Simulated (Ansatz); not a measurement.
# BSi2 (quartet): wave-function methods side by side, def2-TZVPP

One table from this session's results is given with a row withheld; the runs are named, their logs left out.

Computed with Ansatz 0.2.0, Gaussian basis. Level: def2-TZVPP, core rule «outside noble gas», up to 11 orbitals frozen.

The runs, in order: UHF; ROHF; CCSD(T) on UHF.

**The system**

The geometry is a PBE0/def2-TZVP stationary point (not a proven minimum).

3 atoms, charge 0, spin multiplicity 4.

Atoms are counted from 1 here; the program's logs count them from 0.

Bond lengths: Si1–B2 1.955 Å, B2–Si3 1.955 Å. Angles: Si1–B2–Si3 180.0°.

Set-up of the first run:

Contents of in.yaml:

```yaml
crystal:
  periodic: [false, false, false]
  atoms:
    - {symbol: Si, position_ang: [0.000000, 0.000000, 1.954501]}
    - {symbol: B, position_ang: [0.000000, 0.000000, 0.000000]}
    - {symbol: Si, position_ang: [0.000000, 0.000000, -1.954501]}
basis:
  gaussian: {orbitals: def2-TZVPP}
magnetization: {spin_polarized: true, initial_magnetization: 3}
hamiltonian: {xc: hf}
output: {orbitals: {seedname: orbitals}}
```

Command:

```
> ansatz run in.yaml --threads 1 --pin off --events-out ev --progress --plain --max-ram 4096MiB --backend cpu
```

Steps of the session up to this table: UHF; ROHF; CCSD(T) on UHF.

One of the session's tables, all rows but one given; the rest of the session is left out.

```
  method  from UCCSD(T) (meV)
    ROHF              +7748.6
     UHF              +7511.8
    UMP2              +1628.9
   UCCSD                    ?
UCCSD(T)                    0
```

Q: Estimate the row for UCCSD from the others.

**Answer.** from UCCSD(T) (meV): +399.9. In the column «from UCCSD(T) (meV)» it lies between UCCSD(T) (0) and UMP2 (+1628.9).

With the free atoms at the same levels and basis (separate runs), the atomisation energy is 5.939 eV at UCCSD(T), 4.497 eV at ROHF.
